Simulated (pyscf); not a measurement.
Elementary routes open to F–N•–F + F–SiH₂–F in the gas phase (doublet surface):
A. F–SiH(F)–F + :N–F [triplet] + H atom (H•) (F–N, H–Si broken; F–Si formed)
B. F–NH–F + F–SiH•–F (H–Si broken; H–N formed)

PySCF, gas phase, ωB97X-D3(BJ)/def2-SVP geometries.

### Question
Rank the routes by free-energy barrier at 298 K, lowest first, for ωB97M-D3(BJ)/def2-TZVP energies (ideal gas, 1 atm, RRHO with modes under 100 cm⁻¹ raised to 100, one conformer, R ln 2 for chiral ones without a mode under 150 cm⁻¹).

### Answer
B (1.59 eV), A (2.46 eV)

Route B is the fastest of these, ahead of the next by 0.87 eV. The most stable products are those of A (ΔG = -0.24 eV), whose barrier is 0.87 eV higher: the kinetic and the thermodynamic product differ. At 1200 K B is still the fastest. Only these routes are compared; each barrier is that of the saddle found, and lower ones may exist. An unrestricted DFT solution here is markedly spin-contaminated.
